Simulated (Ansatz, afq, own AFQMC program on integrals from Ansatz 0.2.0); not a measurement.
MgSe⁺, quartet: AFQMC among the cluster methods

```tsv
atom	x (Å)	y (Å)	z (Å)
Se	0.0000	0.0000	0.0000
Mg	0.0000	0.0000	2.3695
```

Basis cc-pVDZ. Noble-gas cores (and the filled d shells of Ga–Kr and In–Xe) are frozen. Integrals, coupled cluster, full CI and functionals: Ansatz 0.2.0; the random walks run on the same integrals in our own AFQMC program. The CISD trial takes its coefficients from CCSD amplitudes. Released means that phaseless walkers are propagated on without the constraint, phases kept. Error bars are statistical, one sigma. No spin–orbit coupling.

Determinant: UHF, the one that the program's search chose, which needn't be the lowest solution. The geometry is a PBE0/def2-TZVP stationary point of this or a neighbouring charge and spin state.

Full CI on the same integrals is exact in this basis and with this determinant's frozen core.

Cautions: no relativity below Rb; no spin-orbit coupling; inner d shell frozen; another spin lies lower (by 1.27 eV).

- T1 diagnostic: 0.0142
- weight of the determinant in the CISD state: 0.939
- ⟨S²⟩ of the determinant: 3.760
- size of the correlated space: 7 electrons in 26 orbitals

Reference: full CI, correlation energy -2.644 eV. The released energy is read at 2.40 1/Eh (meV from the phaseless value at times in 1/Eh: 4 ± 5 at 0.24, 3 ± 4 at 0.51, 3 ± 3 at 0.99, -1.9 ± 2.2 at 1.62, 3 ± 4 at 2.40).

| level | E − E(reference) (meV) | share of correlation (%) |
| --- | --- | --- |
| HF | 2643.6 | 0.00 |
| MP2 | 545.1 | 79.38 |
| CCSD | 59.4 | 97.75 |
| CCSD(T) | 14.6 | 99.45 |
| CCSDT | 3.8 | 99.85 |
| CCSDT(Q) | 0.7 | 99.98 |
| ph-AFQMC/CISD | -1.2 ± 3.1 | 100.04 |
| released AFQMC | 1.4 ± 3.6 | 99.95 |

CCSDT and higher add their correlation energy to the determinant of the CCSD(T) run, since their own runs factorise the integrals more tightly (a shift of under 2 meV). A walk keeps the symmetry of its determinant, which the program's search chose and which needn't be the lowest solution, so a lower state of the same spin and another symmetry isn't excluded. Released energies are given only where the last usable release times agree within the noise; a slower fall can still hide under it.
